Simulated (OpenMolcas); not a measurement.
**One shape, several levels: CH2BN (SMILES B1C=N1)**

Aim: a comparison of 6 runs (HF/STO-3G, HF/3-21G, HF/aug-cc-pVDZ, B3LYP/6-31G*, PBE0/def2-SVP, BLYP/6-31+G*) of CH2BN. 

The results are computed with OpenMolcas 26.06.

1 further run of the same task is left out (it didn't finish).

### Step 1. The molecule

CH2BN: 5 atoms, total charge 0, spin state singlet. As SMILES, `B1C=N1`. The shape is that of a GFN2-xTB optimisation.

Bond lengths: B1–C2 1.457 Å, B1–N3 1.444 Å, C2–N3 1.300 Å, B1–H4 1.146 Å, C2–H5 1.069 Å. Angles: B1–C2–N3 62.8°, C2–B1–N3 53.3°, B1–N3–C2 63.9°, B1–C2–H5 165.5°, N3–C2–H5 131.7°, C2–B1–H4 159.4°, N3–B1–H4 147.3°.

### Step 2. Energy and forces at HF/STO-3G (run 1)

File mol.xyz:

```xyz
5

B     -0.695180    -0.126390    -0.264490
C      0.611740     0.300510     0.218960
N      0.366640    -0.976610     0.219110
H     -1.756790    -0.056700    -0.690500
H      1.473590     0.859180     0.516910
```

File test.input:

```
&GATEWAY
 BasLib=$CurrDir
 Coord=mol.xyz
 Basis=STO-3G
 Group=NoSym

&SEWARD

&SCF
 Thresholds=1e-10 1e-07 1e-07 1e-05
 PrOrbitals=0

&ALASKA
```

The basis set STO-3G is read from a file made from the Basis Set Exchange's data (not shown).

Started as:

```bash
export MOLCAS_MEM=1860
pymolcas test.input > test.log
```

The log of the run:

```text
--- Start Module: gateway ---
[...]
--- Stop Module: gateway /rc=_RC_ALL_IS_WELL_ ---
[...]
      Basis functions           17
[...]
--- Start Module: scf ---
[...]
       Convergence after  13 Iterations
[...]
::    Total SCF energy                               -116.6152285654
[...]
      Total spin, S                                     0.0000000000
[...]
      Total electronic charge=   20.000000
      Total            charge=   -0.000000
[...]
      Dipole Moment (debye):
      Origin of the operator (angstrom)=    0.1162   -0.2729    0.0668
                   X=  5.9896E-02               Y=  1.5256E+00               Z= -9.0477E-02           Total=  1.5295E+00
      Quadrupole Moment (debye*angstrom):
[...]
--- Stop Module: scf /rc=_RC_ALL_IS_WELL_ ---
--- Start Module: alaska ---
[...]
 *              Molecular gradients               *
 **************************************************
  Irreducible representation: a
 ------------------------------------------------------------------------------------------
                              X                       Y                       Z
 ------------------------------------------------------------------------------------------
  B1               -4.19227530185244E-02   -1.40432136682456E-02   -1.53329545929832E-02
  C2                4.11465540865708E-02   -2.26641343931391E-02    1.79027283971003E-02
  N3                1.02752124977386E-02    4.65772712491130E-02    4.97989292429946E-04
  H4                3.03348277822746E-04   -2.34840118315177E-04    6.20160091822086E-05
  H5               -9.80236184360583E-03   -9.63508306940897E-03   -3.12977910573231E-03
 ------------------------------------------------------------------------------------------
--- Stop Module: alaska /rc=_RC_ALL_IS_WELL_ ---
[...]
```

It took 2 s on 1 thread of Arm Neoverse V1, shared host; peak memory 0.37 GiB.

### Step 3. Energy and forces at HF/3-21G (run 2)

File job.input:

```
&gateway
baslib = $CurrDir
coord
5
bohr
B     -1.31369981    -0.23884248    -0.49981366
C      1.15602106     0.56788160     0.41377443
N      0.69284919    -1.84552543     0.41405789
H     -3.31985196    -0.10714747    -1.30485589
H      2.78468152     1.62361489     0.97681833
basis = 3-21G
group = NoSym
&seward
&scf
thresholds = 1e-10 1e-07 1e-07 1e-05
prorbitals = 1 2
&alaska
```

The basis set 3-21G is read from a file made from the Basis Set Exchange's data (not shown).

Started as:

```bash
export MOLCAS_MEM=1860
pymolcas job.input > job.log
```

The log of the run:

```text
--- Start Module: gateway ---
[...]
--- Stop Module: gateway /rc=_RC_ALL_IS_WELL_ ---
[...]
      Basis functions           31
[...]
--- Start Module: scf ---
[...]
       Convergence after  15 Iterations
[...]
::    Total SCF energy                               -117.4275246824
[...]
      Total spin, S                                     0.0000000000
[...]
      Total electronic charge=   20.000000
      Total            charge=   -0.000000
[...]
      Dipole Moment (debye):
      Origin of the operator (angstrom)=    0.1162   -0.2729    0.0668
                   X= -5.3621E-02               Y=  1.9802E+00               Z= -1.7042E-01           Total=  1.9882E+00
      Quadrupole Moment (debye*angstrom):
[...]
--- Stop Module: scf /rc=_RC_ALL_IS_WELL_ ---
--- Start Module: alaska ---
[...]
 *              Molecular gradients               *
 **************************************************
  Irreducible representation: a
 ------------------------------------------------------------------------------------------
                              X                       Y                       Z
 ------------------------------------------------------------------------------------------
  B1               -6.62902635055129E-03   -1.02743271683927E-02   -1.70547733548077E-03
  C2               -2.56811681005642E-03   -1.67172217289586E-02    1.93655051844210E-04
  N3               -5.51730121322969E-03    2.44370467822854E-02   -4.05408709282362E-03
  H4                1.22192606623286E-02    8.46489573371079E-04    4.70070741511253E-03
  H5                2.49518371151236E-03    1.70801254169084E-03    8.65201961355533E-04
 ------------------------------------------------------------------------------------------
--- Stop Module: alaska /rc=_RC_ALL_IS_WELL_ ---
[...]
```

It took 2.1 s on 1 thread of Arm Neoverse V1, shared host; peak memory 0.37 GiB.

Runs 3 to 4 aren't shown in full; the table further down has their settings and results.

### Step 4. Energy and gradient at PBE0/def2-SVP (run 5)

File test.input:

```
* CH2BN Kohn-Sham DFT
>>> EXPORT MOLCAS_PRINT=2

&GATEWAY
 BasLib
 $CurrDir
 BasisSet
 B.def2-SVP....
 B1 -0.695180 -0.126390 -0.264490 angstrom
 End of Basis
 BasisSet
 C.def2-SVP....
 C2 0.611740 0.300510 0.218960 angstrom
 End of Basis
 BasisSet
 N.def2-SVP....
 N3 0.366640 -0.976610 0.219110 angstrom
 End of Basis
 BasisSet
 H.def2-SVP....
 H4 -1.756790 -0.056700 -0.690500 angstrom
 H5 1.473590 0.859180 0.516910 angstrom
 End of Basis

&SEWARD
 GridInput
 Grid=UltraFine
 End of Grid

&SCF
 KSDFT
 PBE0
 Thresholds
 1e-10 1e-07 1e-07 1e-05
 PrOrbitals
 1 2

&ALASKA
```

The basis set def2-SVP is read from a file made from the Basis Set Exchange's data (not shown).

Started as:

```bash
export MOLCAS_MEM=1860
pymolcas test.input > test.log
```

The log of the run:

```text
--- Start Module: gateway ---
[...]
--- Stop Module: gateway /rc=_RC_ALL_IS_WELL_ ---
[...]
      Basis functions           52
[...]
--- Start Module: scf ---
[...]
       Convergence after  14 Iterations
[...]
::    Total KS-DFT energy                            -118.6127156011
[...]
      Total spin, S                                     0.0000000000
[...]
      Total electronic charge=   20.000000
      Total            charge=   -0.000000
[...]
      Dipole Moment (debye):
      Origin of the operator (angstrom)=    0.1162   -0.2729    0.0668
                   X=  1.3214E-01               Y=  1.6109E+00               Z= -6.9154E-02           Total=  1.6178E+00
      Quadrupole Moment (debye*angstrom):
[...]
--- Stop Module: scf /rc=_RC_ALL_IS_WELL_ ---
[...]
--- Start Module: alaska ---
[...]
 *              Molecular gradients               *
 **************************************************
  Irreducible representation: a
 ------------------------------------------------------------------------------------------
                              X                       Y                       Z
 ------------------------------------------------------------------------------------------
  B1               -3.53439941408062E-02   -9.96654477658510E-04   -1.37930013539260E-02
  C2                2.37584730057900E-02    6.16398633922444E-03    8.86191879374398E-03
  N3                4.77728907890684E-03    3.05713335053781E-03    1.63740036960469E-03
  H4                2.37928683393922E-02    7.63264733099511E-04    9.31009631096624E-03
  H5               -1.69846362832402E-02   -8.98772994524810E-03   -6.01641412038234E-03
 ------------------------------------------------------------------------------------------
--- Stop Module: alaska /rc=_RC_ALL_IS_WELL_ ---
[...]
```

Run time: 13 s. Hardware: 1 thread of Arm Neoverse V1, shared host; peak memory 0.38 GiB.

### Step 5. Energy and forces at BLYP/6-31+G(d) (spherical functions) (run 6)

File job.inp:

```
* CH2BN Kohn-Sham DFT
&GATEWAY
BasLib=$CurrDir
BasisSet
B.6-31pGs....
B1 -0.695180 -0.126390 -0.264490 angstrom
End of Basis
BasisSet
C.6-31pGs....
C2 0.611740 0.300510 0.218960 angstrom
End of Basis
BasisSet
N.6-31pGs....
N3 0.366640 -0.976610 0.219110 angstrom
End of Basis
BasisSet
H.6-31pGs....
H4 -1.756790 -0.056700 -0.690500 angstrom
H5 1.473590 0.859180 0.516910 angstrom
End of Basis
&SEWARD
GridInput
Grid=UltraFine
End of Grid
&SCF
KSDFT=BLYP
Thresholds=1e-10 1e-07 1e-07 1e-05
PrOrbitals=1 2
&ALASKA
```

The basis set 6-31+G* is read from a file made from the Basis Set Exchange's data (not shown).

Started as:

```bash
export MOLCAS_MEM=1860
pymolcas job.inp > job.log
```

The log of the run:

```text
--- Start Module: gateway ---
[...]
--- Stop Module: gateway /rc=_RC_ALL_IS_WELL_ ---
[...]
      Basis functions           58
[...]
--- Start Module: scf ---
[...]
       Convergence after  15 Iterations
[...]
::    Total KS-DFT energy                            -118.8104156124
[...]
      Total spin, S                                     0.0000000000
[...]
      Total electronic charge=   20.000000
      Total            charge=   -0.000000
[...]
      Dipole Moment (debye):
      Origin of the operator (angstrom)=    0.1162   -0.2729    0.0668
                   X=  1.9866E-02               Y=  1.7165E+00               Z= -1.2146E-01           Total=  1.7209E+00
      Quadrupole Moment (debye*angstrom):
[...]
--- Stop Module: scf /rc=_RC_ALL_IS_WELL_ ---
[...]
--- Start Module: alaska ---
[...]
 *              Molecular gradients               *
 **************************************************
  Irreducible representation: a
 ------------------------------------------------------------------------------------------
                              X                       Y                       Z
 ------------------------------------------------------------------------------------------
  B1               -1.68267635296946E-02   -6.65300613783693E-03   -6.05665552779877E-03
  C2                1.36701233524734E-02   -1.89158977656572E-02    6.78581353004559E-03
  N3               -4.35257728198302E-04    3.22196136390751E-02   -2.63118490367997E-03
  H4                2.01728906966050E-02    1.17510020956663E-03    7.84788234952649E-03
  H5               -1.65809927912131E-02   -7.82580994517224E-03   -5.94585544810422E-03
 ------------------------------------------------------------------------------------------
--- Stop Module: alaska /rc=_RC_ALL_IS_WELL_ ---
[...]
```

Wall time 15 s (1 thread of Arm Neoverse V1, shared host); peak memory 0.39 GiB.

### Step 6. All runs side by side

```csv
run,level,integration grid,energy (Eh),dipole moment (D),HOMO energy (eV),LUMO energy (eV),wall time
1,HF/STO-3G,–,-116.615229,1.53,-8.94,7.61,2 s
2,HF/3-21G,–,-117.427525,1.99,-10.66,4.02,2.1 s
3,HF/aug-cc-pVDZ,–,-118.130629,1.93,-10.72,1.01,8.4 s
4,B3LYP/6-31G* (spherical functions),UltraFine,-118.850480,1.66,-6.85,-0.83,11 s
5,PBE0/def2-SVP,UltraFine,-118.612716,1.62,-7.32,-0.85,13 s
6,BLYP/6-31+G* (spherical functions),UltraFine,-118.810416,1.72,-5.90,-2.14,15 s
```

### Step 7. What came out

| quantity | value |
| --- | --- |
| run 6: total energy | -118.81042 Eh |
| run 6: dipole moment | 1.72 D |
| run 6: HOMO energy | -5.90 eV |
| run 6: LUMO energy | -2.14 eV |
| run 6: HOMO–LUMO gap | 3.75 eV |
| run 6: largest force on an atom | 1.662 eV/Å |

What this shows: The dipole moment (its size) runs from 1.53 D (HF/STO-3G) to 1.99 D (HF/3-21G). The HOMO–LUMO gap runs from 3.75 eV (BLYP/6-31+G*) to 16.56 eV (HF/STO-3G). The two ends differ in method and basis. Totals of different functionals can't be ranked against each other. In run 1 the basis is minimal, so the values are rough. All runs together took 52 s, the longest 15 s.
